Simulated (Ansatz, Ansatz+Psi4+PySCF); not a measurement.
```xyz
2

C     0.0151   -0.0359   -0.6133
O     0.0184   -0.0262    0.4451
```

Basis set: cc-pVTZ (spherical functions). Frozen core: 2 orbitals. Charge 0, multiplicity 1.

Computed with Ansatz (development build ahead of 0.2.0); each method stands on the lowest determinant of its kind that the runs found. Restricted open shells among the atoms or ions are ROHF, correlated in semicanonical orbitals with singles.

Q: Give the atomization energy at this shape (free ground-state atoms in the same class of orbitals less the molecule, no zero-point energy) of singlet CO by RHF-MP2, RHF.

A:

```tsv
method	atomization energy
RHF-MP2	11.05 eV
RHF	7.70 eV
```

Caution: the shape is not the minimum.
